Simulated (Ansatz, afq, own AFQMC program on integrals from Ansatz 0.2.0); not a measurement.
Integrals from Ansatz 0.2.0, then the random walk in our own AFQMC program (afq).

```yaml
crystal:
  periodic: [false, false, false]
  atoms:
    - {symbol: C, position_ang: [-0.012321, 0.000000, 0.537024]}
    - {symbol: C, position_ang: [-0.024749, 0.000000, -0.760916]}
    - {symbol: H, position_ang: [1.108811, -0.000004, 0.553530]}
    - {symbol: H, position_ang: [-0.333542, 0.912927, 1.057190]}
    - {symbol: H, position_ang: [-0.333548, -0.912924, 1.057190]}
basis:
  gaussian: {orbitals: cc-pVDZ}
magnetization: {spin_polarized: true, initial_magnetization: 1}
correlation: {method: ccsd_t, electrons: outside_noble_gas, hamiltonian_folder: ham}
```

```sh
$ ansatz run in.yaml --threads 1 --pin off --events-out ev --progress --plain --max-ram 1382MiB
```

Options of the walk:

```
--method phaseless --trial hf --walkers 120 --populations 1 --least-time 40 --time-step 0.005 --steps-per-block 20 --equilibration-blocks 112 --max-blocks 600 --target-error 0.0012000 --factor-cut 1e-05 --start spin_pure --seed 1443 --taylor-order 6
```

Times are imaginary, in 1/Eh. The walk had a cap of 1706 s.

Log:

```
orbitals 41  electrons 6 5  factors 334 of 392
reference energy -77.31113404 Eh
CCSD correlation -0.26042842 Eh in 16 cycles, weight of the determinant in the CISD state 0.8839
energy of the start -77.311937 Eh
 block  time / (1/Eh)  mean weight  energy / Eh
     1     0.100  0.9992  -77.373199
     2     0.200  0.9998  -77.419884
     3     0.300  1.0025  -77.456615
     4     0.400  1.0022  -77.473158
     5     0.500  1.0006  -77.497554
     8     0.800  1.0027  -77.568369
    18     1.800  0.9995  -77.596557
    52     5.200  1.0013  -77.620876
    69     6.900  0.9995  -77.578029
   120    12.000  1.0015  -77.576585
   171    17.100  1.0005  -77.555776
   222    22.200  1.0019  -77.559706
   273    27.300  0.9973  -77.561487
   324    32.400  0.9987  -77.576367
   375    37.500  1.0016  -77.601143
   426    42.600  1.0022  -77.588258
   477    47.700  0.9992  -77.603623
   528    52.800  0.9995  -77.580439
   579    57.900  0.9998  -77.553792
   613    61.300  0.9980  -77.544476
   630    63.000  1.0007  -77.586520
   681    68.100  0.9987  -77.575727
   698    69.800  0.9984  -77.572658
blocks merged  error / Eh  count
     1  0.000688  600
     2  0.000906  300
     4  0.001154  150
     8  0.001411  75
    16  0.001635  37
    32  0.001567  18
    64  0.001766  9
energy -77.582198 +/- 0.001635 Eh
(rows thinned)
```

The run passed its tests (sampling time, drift between the halves within three errors, error under three times the target), which doesn't prove that it has relaxed.

Against this walk (error 44.5 meV) on the same determinant: CCSD(T) 89.5 meV higher, the released energy of a separate walk with a CISD trial 79.9 ± 47.8 meV higher (within the noise), a separate phaseless walk with a CISD trial and standard settings 102.3 ± 45.6 meV higher. The error is statistical and leaves out the bias of the constraint.

Cautions: constraint bias not in the error; error above the target (44.5 against 32.7 meV).

The walk took 10 min on 1 thread of Arm Neoverse N1 (shared host). The log's last line is the phaseless energy.

A walk keeps the symmetry of its determinant, which the program's search chose and which needn't be the lowest solution, so a lower state of the same spin and another symmetry isn't excluded.
